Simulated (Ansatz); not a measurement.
Born–Oppenheimer molecular dynamics of CH6BCl (9 atoms, charge 0, multiplicity 1). It starts at the highest image of a converged band, a first-order saddle point between two minima.

Theory: RKS PBE0-D4/def2-SVP (Ansatz).

```json
{"ensemble": "NVE (velocity Verlet)", "time step": "0.5 fs", "steps asked": "200", "starting velocities drawn for": "300 K", "seed": "7314"}
```

First frame:

```xyz
9
Properties=species:S:1:pos:R:3
B 0.007 -0.304 -0.053
Cl -0.182 -0.151 2.130
H 1.022 0.308 -0.264
C -1.392 -0.003 -0.693
H -2.210 -0.616 -0.288
H -1.660 1.059 -0.580
H -1.328 -0.204 -1.777
H 0.274 -1.552 0.064
H 0.112 -1.208 1.156
```

Q: How far do the bonds stretch over the last three quarters of this one trajectory? (Pairs bonded in most of those frames.)

A: 
```
  bond  mean (Å)  spread (Å)  shortest  longest
 B1–H3     1.217       0.037      1.15     1.27
 B1–C4     1.561       0.020      1.51     1.59
 B1–H8     1.220       0.025      1.17     1.26
Cl2–H9     1.293       0.017      1.27     1.34
 C4–H5     1.101       0.012      1.08     1.12
 C4–H6     1.102       0.012      1.08     1.12
 C4–H7     1.112       0.027      1.07     1.15
```

Pairs bonded in part of these frames only: B1–Cl2 7 %.

Mean temperature of the second half: 335 K. The conserved energy stayed within 0.18 meV per atom of its start (net change 0.11 meV per atom), so the integration is sound. A run of 0.1 ps of so small a system gives no equilibrium averages. The orbitals stay closed-shell, which can raise the energy where a bond breaks towards radicals; this wasn't checked here.

Run time: 8.3 min on 1 thread of Arm Neoverse V1, with other jobs on the host, peak memory 0.16 GiB.
